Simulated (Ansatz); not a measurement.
`[F][AlH][SH]` + H–F → `[F][AlH][F]` + H₂S at 700 K and 1 bar (ligand exchange at the Al–S bond).

Isolated molecules relaxed with PBE0-D4/def2-TZVP in Ansatz; ΔE leaves out vibrations. CBS: def2 TZ/QZ extrapolation, frozen cores. One conformer a species, not always the lowest.

| species | CCSD(T)/CBS energy (Eh) | H − E (kJ/mol) | S (J/(mol·K)) |
| --- | --- | --- | --- |
| `[F][AlH][SH]` | -740.89908 | 96.9 | 360.5 |
| H–F | -100.39431 | 45.2 | 198.5 |
| `[F][AlH][F]` | -442.34918 | 69.3 | 318.9 |
| H₂S | -398.97119 | 64.8 | 236.9 |

H − E and S are ideal-gas, rigid-rotor, harmonic terms from PBE0-D4/def2-TZVP, for one conformer and one mirror image of each species. 1 Eh = 2625.50 kJ/mol, R = 8.31446 J/(mol·K).

**Question.** By hand: ΔE, ΔH, ΔS and ΔG.

**Answer.** ΔE = (-442.34918) + (-398.97119) − (-740.89908) − (-100.39431) = -0.02698 Eh = -70.8 kJ/mol. Δ(H − E) = 69.3 + 64.8 − 96.9 − 45.2 = -8.0, so ΔH = -78.8 kJ/mol. ΔS = 318.9 + 236.9 − 360.5 − 198.5 = -3.2 J/(mol·K). ΔG = -78.8 − 700 × (-3.2)/1000 = -76.6 kJ/mol.

**Question.** By hand: the equilibrium constant, and the temperature at which ΔG would vanish if ΔH and ΔS stayed fixed.

**Answer.** log₁₀ K = −ΔG/(RT ln 10) = 5.7. ΔG = 0 at ΔH/ΔS = 24625 K, far beyond where these terms or the molecules hold.

The number of gas molecules stays the same, so ΔS is small and ΔH decides. A doubt of 5 kJ/mol in ΔE shifts log₁₀ K by 0.4 here. Other conformers and mirror images would add mixing entropy, several J/(mol·K) or more a flexible species. These are equilibria of isolated gas molecules and say nothing of rates. Largest T1 diagnostic: 0.013 (customary marks: 0.02 for closed shells, 0.045 for open ones).
